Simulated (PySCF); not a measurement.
Molecule: SMILES SCC(N)=O, C₂H₅NOS.

Bonds (- single, = double, # triple, : aromatic): N1-C2 1.350 Å, C2=O3 1.213 Å, C2-C4 1.527 Å, C4-S5 1.816 Å. N1 carries H6, H7; C4 carries H8, H9; S5 carries H10. H6 is cis to the C=O or C=S heteroatom; H7 is trans to the C=O or C=S heteroatom.

Geometry PBE0-D3(BJ)/def2-SVP throughout; GIAO in PySCF 2.14.0 with density-fitted response routines, gas phase, one conformer, non-relativistic; equivalent atoms averaged; functional PBE0.

(1) How do the absolute shieldings σ depend on the basis set? (ppm; last column core-seconds on shared hosts with different chips, so compare them loosely)

(2) Which nucleus moves most, in ppm?

(3) Taking the largest basis, pcSseg-2 (257 functions), as the yardstick, rank the others by their worst heavy-atom deviation.

## Answers

(1) 
```
    basis set  functions     N1     C2     C4      O3     S5     H7     H6  H8/H9    H10  core-s
       STO-3G         34  239.2  128.4  202.7   -46.6  746.9  27.35  28.61  30.72  33.08       2
        6-31G         59  167.4   41.9  167.7   -71.6  657.2  26.46  28.70  29.56  31.58     4.2
     pcSseg-0         59  156.2   17.4  159.8  -120.3  657.7  26.89  29.20  29.83  31.43     3.7
       6-31G*         84  167.4   40.6  164.5   -36.8  624.2  26.08  28.20  29.18  30.35     5.7
     def2-SVP         99  167.8   34.5  163.9   -45.0  658.9  24.94  27.40  28.78  30.05     6.2
      cc-pVDZ         99  170.3   38.0  164.9   -43.8  650.4  24.96  27.36  28.64  29.85     6.5
     pcSseg-1        117  151.2   16.9  152.9   -83.9  602.2  24.64  26.91  28.44  29.43     8.4
  aug-cc-pVDZ        164  165.7   30.4  162.6   -37.2  648.4  24.25  26.70  28.33  29.62      13
6-311+G(2d,p)        173  151.5   18.0  153.8   -64.7  590.1  24.71  27.07  28.48  29.62      14
    def2-TZVP        191  154.1   17.4  154.1   -68.2  575.3  24.64  27.10  28.56  29.56      16
      cc-pVTZ        224  154.5   19.6  155.1   -67.3  619.1  24.24  26.81  28.35  29.48      20
     IGLO-III        234  147.5   10.4  150.8   -74.4  592.9  24.27  26.80  28.33  29.46      19
     pcSseg-2        257  148.1    9.5  150.9   -78.0  588.2  24.15  26.53  28.27  29.24      21
```

(2) S5 (thiol sulfur): from 575.3 ppm with def2-TZVP to 746.9 ppm with STO-3G. The smallest spread is 2.45 ppm, at H8/H9. Proton shifts span only some 12 ppm, so a few tenths of a ppm matter as much there as several ppm in carbon.

(3) IGLO-III 4.7 ppm (234 functions), def2-TZVP 12.9 ppm (191 functions), 6-311+G(2d,p) 13.4 ppm (173 functions), pcSseg-1 14.0 ppm (117 functions), cc-pVTZ 30.9 ppm (224 functions), 6-31G* 41.2 ppm (84 functions), aug-cc-pVDZ 60.2 ppm (164 functions), cc-pVDZ 62.2 ppm (99 functions), 6-31G 69.0 ppm (59 functions), pcSseg-0 69.5 ppm (59 functions), def2-SVP 70.7 ppm (99 functions), STO-3G 158.7 ppm (34 functions).

A small basis that lands close on one nucleus may do so by chance; judge by the trend and by all nuclei.
